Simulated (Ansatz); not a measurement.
A nudged elastic band was laid between two geometries of CH3 + ClH3Si (9 atoms, charge 0, multiplicity 2).

Theory: UKS CAM-B3LYP-D4/def2-SVP (Ansatz).

| Item | Value |
| --- | --- |
| movable images | 9 |
| climbing image | yes |
| spring | 5.0 eV/Å² |
| optimiser | quadratic models (default) |
| start path | through a guess of the saddle point |
| force threshold | 0.05 eV/Å |
| iteration limit | 60 |
| end points | relaxed |

Initial state:

```xyz
9
Properties=species:S:1:pos:R:3
Si 0.001 0.000 -0.284
Cl 0.001 0.002 1.783
H 1.403 0.001 -0.767
H -0.702 1.214 -0.767
H -0.700 -1.216 -0.765
C 0.000 0.000 5.180
H -0.590 -0.917 5.164
H 1.088 -0.053 5.163
H -0.499 0.969 5.166
```

Final state:

```xyz
9
Properties=species:S:1:pos:R:3
Si 0.001 0.000 -0.581
Cl -0.001 0.000 3.075
H 1.417 0.000 -1.042
H -0.708 1.227 -1.042
H -0.708 -1.227 -1.042
C 0.000 0.000 4.858
H -0.560 -0.872 5.216
H 1.035 -0.049 5.215
H -0.475 0.921 5.216
```

**Question.** What changes between the two ends?

**Answer.** Bonds broken: Si1–Cl2. Bonds formed: Cl2–C6. CH3 + ClH3Si becomes CH3Cl + H3Si.

**Question.** Give the energies along the band, and the barrier.

**Answer.** The run converged. The highest image is number 5 of 0 to 10, 1.30 eV above the first end and 0.39 eV above the last; the last end lies 0.91 eV above the first. A vibrational analysis at the climbing image gives one clearly imaginary mode, 471i cm⁻¹: a first-order saddle point.

```tsv
image	path coordinate (Å)	energy (eV)	Si1–Cl2 (Å)	Cl2–C6 (Å)
0	0.00	0.00	2.07	3.40
1	0.31	0.01	2.07	3.21
2	0.62	0.03	2.06	3.03
3	0.93	0.10	2.06	2.81
4	1.24	0.50	2.16	2.41
5	1.55	1.30	2.49	2.00
6	1.86	1.08	2.84	1.80
7	2.18	0.99	3.05	1.79
8	2.50	0.93	3.24	1.78
9	2.81	0.91	3.45	1.78
10	3.13	0.91	3.66	1.78
```

**Question.** What is the geometry of the highest image?

**Answer.** 
```xyz
9
Properties=species:S:1:pos:R:3
Si 0.000 0.000 -0.001
Cl 0.000 0.000 2.488
H 1.412 0.000 -0.473
H -0.705 1.222 -0.473
H -0.705 -1.222 -0.473
C 0.000 0.000 4.487
H -0.570 -0.889 4.772
H 1.055 -0.049 4.773
H -0.485 0.938 4.772
```

**Question.** What are the harmonic wavenumbers there?

**Answer.** 471i, 55, 75, 75, 320, 362, 362, 802, 802, 826, 946, 946, 1172, 1429, 1429, 2230, 2260, 2260, 3099, 3256, 3256 cm⁻¹.

Run time: 3.4 min on 4 threads of Intel(R) Xeon(R) Platinum 8259CL CPU @ 2.50GHz (Skylake/Cascade Lake) (shared host), peak memory 0.31 GiB.
